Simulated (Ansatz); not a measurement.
# SiH4 (silane): HF/cc-pVTZ

What is the energy change on altering one bond length of SiH4 (silane) at HF/cc-pVTZ? 

Program for the calculation: Ansatz 0.2.0.

34 further runs of the same task are left out: 34 set aside as unsound or not needed.

## Step 1: The structure to begin with

The species is SiH4 (5 atoms), meant as a singlet with charge 0. As SMILES, `[SiH4]`. The shape is that of a PBE0-D4/def2-TZVP optimisation.

Bond lengths: Si1–H2 1.485 Å, Si1–H3 1.485 Å, Si1–H4 1.485 Å, Si1–H5 1.485 Å. Angles: H2–Si1–H3 109.5°, H2–Si1–H4 109.5°, H2–Si1–H5 109.5°, H3–Si1–H4 109.5°, H3–Si1–H5 109.5°, H4–Si1–H5 109.5°.

## Step 2: The energy at HF/cc-pVTZ

in.yaml reads:

```yaml
crystal:
  periodic: [false, false, false]
  atoms:
    - {symbol: Si, position_ang: [-0.000000, 0.000000, -0.000100]}
    - {symbol: H, position_ang: [0.967600, -0.688400, 0.890900]}
    - {symbol: H, position_ang: [-1.331000, 0.044900, 0.656000]}
    - {symbol: H, position_ang: [-0.105100, -0.740300, -1.282600]}
    - {symbol: H, position_ang: [0.468500, 1.383800, -0.264200]}
basis:
  gaussian:
    orbitals: cc-pVTZ
hamiltonian:
  xc: hf
accuracy: high
output:
  orbitals: {seedname: orbitals}
```

Launch:

```bash
ansatz run in.yaml --threads 1 --pin off --max-ram 3480MiB --events-out events.jsonl --progress --plain --runs-dir runs
```

The program printed:

```text
Warning: RAYON_NUM_THREADS=1 ignored (pool sized by the plan → 1); use --threads N
Functional definition: HF
  name "HF"
  exchange = exact_x
  correlation = 0
1521 factors; integrals over basis functions are off by at most 3.1e-9 eV
mean field evaluation 1: about -7924.9456 eV, gradient 1.0e1 eV
mean field evaluation 2: about -7924.9507 eV, gradient 1.0e1 eV
mean field evaluation 4: about -7925.6019 eV, gradient 3.5e-1 eV
mean field evaluation 8: about -7925.6023 eV, gradient 7.3e-5 eV
mean field -7925.60230182 eV, -291.2605124257 hartree, gradient 1.8e-8 eV, S^2 0.000000; 0 other end points of the search recorded, 0 dependent functions left out
reference -7925.60230182 eV, -291.2605124257 hartree; 9, 9 occupied and 81, 81 virtual orbitals, 1521 factors
Total energy: -7925.60230182 eV, -291.2605124257 hartree
```

It took 1.4 s on 1 thread of Arm Neoverse V1, shared host; peak memory 0.16 GiB.

## Step 3: The distorted shape

run.yaml reads:

```yaml
crystal:
  periodic: [false, false, false]
  atoms:
    - symbol: Si
      position_ang: [-0.374786, -1.106999, 0.211172]
    - symbol: H
      position_ang: [0.592814, -1.795399, 1.102172]
    - symbol: H
      position_ang: [-1.705786, -1.062099, 0.867272]
    - symbol: H
      position_ang: [-0.479886, -1.847299, -1.071328]
    - symbol: H
      position_ang: [0.468500, 1.383800, -0.264200]
basis:
  gaussian:
    orbitals: cc-pVTZ
hamiltonian:
  xc: hf
accuracy: high
output: {orbitals: {seedname: orbitals}}
```

Launch:

```bash
ansatz run run.yaml --threads 1 --pin off --max-ram 3480MiB --events-out events.jsonl --progress --plain --runs-dir runs
```

The program printed:

```text
Warning: RAYON_NUM_THREADS=1 ignored (pool sized by the plan → 1); use --threads N
Functional definition: HF
  name "HF"
  exchange = exact_x
  correlation = 0
1469 factors; integrals over basis functions are off by at most 3.8e-9 eV
mean field evaluation 1: about -7921.1766 eV, gradient 1.0e1 eV
mean field evaluation 2: about -7921.1776 eV, gradient 1.0e1 eV
mean field evaluation 4: about -7921.8420 eV, gradient 9.4e-1 eV
mean field evaluation 8: about -7921.8453 eV, gradient 5.7e-4 eV
mean field evaluation 16: about -7912.0016 eV, gradient 1.1e1 eV
mean field -7921.84525546 eV, -291.1224435187 hartree, gradient 5.1e-8 eV, S^2 0.000000; 0 other end points of the search recorded, 0 dependent functions left out
reference -7921.84525546 eV, -291.1224435187 hartree; 9, 9 occupied and 81, 81 virtual orbitals, 1469 factors
Total energy: -7921.84525546 eV, -291.1224435187 hartree
```

Run time: 1.3 s. Hardware: 1 thread of Arm Neoverse V1, shared host; peak memory 0.16 GiB.

## Step 4: Summary of results

At HF/cc-pVTZ:

| quantity | value |
| --- | --- |
| first shape: total energy | -291.26051 Eh |
| first shape: HOMO energy | -13.22 eV |
| first shape: LUMO energy | 4.18 eV |
| first shape: HOMO–LUMO gap | 17.40 eV |
| distorted shape: total energy | -291.12244 Eh |
| distorted shape: HOMO energy | -9.24 eV |
| distorted shape: LUMO energy | 0.34 eV |
| distorted shape: HOMO–LUMO gap | 9.58 eV |
| energy change with the Si1–H5 bond stretched from 1.485 to 2.672 Å | 3.757 eV |

In words: One bond (distorted shape) is far stretched, which a spin-restricted single reference describes badly; a broken-symmetry solution may lie lower. With the Si1–H5 bond stretched from 1.485 to 2.672 Å the energy rises by 3.76 eV (87 kcal/mol). The first shape isn't relaxed at this level, so the change isn't measured from a minimum. A restricted reference can't describe the breaking bond well at this length.
